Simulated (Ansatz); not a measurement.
Start from CdTe in the zinc blende structure (space group F-43m, No. 216; a = 6.618 Å).

Computed with Ansatz (an electronic-structure program) PBE, no spin-orbit coupling.

The change: every Te is replaced by Se, then cell and atoms are relaxed.

Measured lattice parameter a: CdTe 6.48 Å (room temperature; as listed in M J Lucero, T M Henderson, G E Scuseria, Journal of Physics Condensed Matter (2012)); CdSe 6.077 Å (room temperature; as listed in arXiv:1206.3780).

Task: How well does PBE reproduce the measured shift?

Result: With PBE the lattice parameter a moves by -0.422 Å (6.618 → 6.196) against -0.403 Å measured.

Whether these cells are dynamically stable was not tested.
